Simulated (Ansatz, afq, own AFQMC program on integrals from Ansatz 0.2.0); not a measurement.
Two steps: Ansatz 0.2.0 writes the Fock matrix and Cholesky factors of the valence space, and afq projects on them the lowest state that overlaps trial and start.

```yaml
crystal:
  periodic: [false, false, false]
  atoms:
    - {symbol: N, position_ang: [0.000000, 0.000000, 0.000000]}
    - {symbol: H, position_ang: [0.000000, 0.000000, 1.039652]}
basis:
  gaussian: {orbitals: cc-pVDZ}
magnetization: {spin_polarized: true, initial_magnetization: 2}
correlation: {method: ccsd_t, electrons: outside_noble_gas, hamiltonian_folder: ham}
```

```sh
$ ansatz run in.yaml --threads 1 --pin off --events-out ev --progress --plain --max-ram 16896MiB --backend cuda --devices 0, --max-vram 18GiB
```

Options of the walk:

```
--method phaseless --trial hf --walkers 4000 --populations 20 --least-time 40 --time-step 0.005 --steps-per-block 20 --equilibration-blocks 112 --max-blocks 4000 --target-error 0.0007499999999999999 --factor-cut 1e-05 --start spin_pure --seed 868 --taylor-order 6
```

Times are imaginary, in 1/Eh. The walk had a cap of 49 s. With eight or more populations the least sampling time is a fifth of least-time, and the error comes from their spread.

```
orbitals 18  electrons 4 2  factors 117 of 182
reference energy -54.96649754 Eh
CCSD correlation -0.12339825 Eh in 10 cycles, weight of the determinant in the CISD state 0.9566
energy of the start -54.966864 Eh
 block  time / (1/Eh)  mean weight  energy / Eh
     1     0.100  1.0006  -54.999207
     2     0.200  1.0010  -55.022676
     3     0.300  1.0008  -55.039462
     4     0.400  1.0008  -55.051772
     5     0.500  1.0007  -55.061629
    10     1.000  1.0000  -55.082390
    29     2.900  1.0001  -55.092573
    49     4.900  1.0002  -55.091098
    69     6.900  1.0002  -55.095019
    89     8.900  1.0000  -55.089862
    97     9.700  0.9998  -55.085857
   109    10.900  0.9998  -55.092001
   129    12.900  1.0000  -55.090923
   149    14.900  1.0001  -55.087644
   169    16.900  1.0000  -55.088571
   189    18.900  1.0002  -55.091133
error from the spread of 20 populations
energy -55.090813 +/- 0.000611 Eh
(rows thinned)
```

(1) Estimate how long the walk took on 1 × NVIDIA H100 80GB HBM3 with 2 threads of AMD EPYC 7R13 Processor (Zen 3), with other jobs on the host (the card was shared).

The run passed its tests (sampling time, drift between the halves within three errors, error under three times the target), which doesn't prove that it has relaxed.

Against this walk (error 16.6 meV) on the same determinant: CCSD(T) 16.5 meV lower (within the noise), CCSDT(Q) 27.2 meV lower (within the noise), CCSDTQ 27.6 meV lower (within the noise), full CI 27.7 meV lower (within the noise), a separate phaseless walk with a CISD trial and standard settings 25.7 ± 16.6 meV lower (within the noise). The error is statistical and leaves out the bias of the constraint.

Cautions: constraint bias not in the error; lower spins were not checked.

## Answers

(1) 16 s of wall time.

CCSDT and higher add their correlation energy to the determinant of the CCSD(T) run, since their own runs factorise the integrals more tightly (a shift of under 2 meV). A walk keeps the symmetry of its determinant, which the program's search chose and which needn't be the lowest solution, so a lower state of the same spin and another symmetry isn't excluded.
